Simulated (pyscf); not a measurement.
H₃Si–Cl + silylene (SiH₂) [singlet] → H₃Si–SiH₂–Cl (insertion; singlet surface; Cl–Si broken, Si–Si, Cl–Si formed). PySCF, gas phase, ωB97X-D3(BJ)/def2-SVP geometries. Correlated levels are frozen-core, on RHF or UHF. ΔMP2 is the change of the MP2 total energy from the triple- to the quadruple-zeta basis. Energies in eV from the separated reactants.

```json
[
 {"level": "r²SCAN/def2-TZVP", "barrier": "-0.48", "reaction energy": "-2.67"},
 {"level": "PBE0-D3(BJ)/def2-TZVP", "barrier": "-0.48", "reaction energy": "-2.66"},
 {"level": "M06-2X/def2-TZVP", "barrier": "-0.23", "reaction energy": "-2.38"},
 {"level": "MP2/def2-QZVPP", "barrier": "-0.27", "reaction energy": "-2.55"},
 {"level": "CCSD/def2-TZVPP", "barrier": "(withheld)", "reaction energy": "-2.30"},
 {"level": "CCSD(T)/def2-TZVPP", "barrier": "-0.10", "reaction energy": "-2.36"},
 {"level": "CCSD(T)/def2-TZVPP + ΔMP2(QZVPP)", "barrier": "(withheld)", "reaction energy": "(withheld)"}
]
```

**Question.** Complete the blanks.

**Answer.** 
- CCSD/def2-TZVPP, barrier: 0.03
- CCSD(T)/def2-TZVPP + ΔMP2(QZVPP), barrier: -0.15
- CCSD(T)/def2-TZVPP + ΔMP2(QZVPP), reaction energy: -2.41

On the reactant side the descent ends in an adduct with a Cl–Si contact, 0.57 eV under the separated species and 0.14 eV under the saddle at ωB97X-D3(BJ)/def2-TZVP. At r²SCAN, PBE0-D3(BJ), M06-2X, MP2, CCSD(T), CCSD(T) the saddle lies under the separated reactants, which points to a path from their complex (located at ωB97X-D3(BJ) alone). What is counted as formed (Cl–Si) is already present as a longer contact in the reactant adduct; forming that adduct is a step of its own. At ωB97X-D3(BJ) the barrier from the zero used here is -0.44 eV. One saddle was located; it need not be the lowest between these sides. The CCSD(T) − MP2 part came from Ansatz, without density fitting, on the same reference.
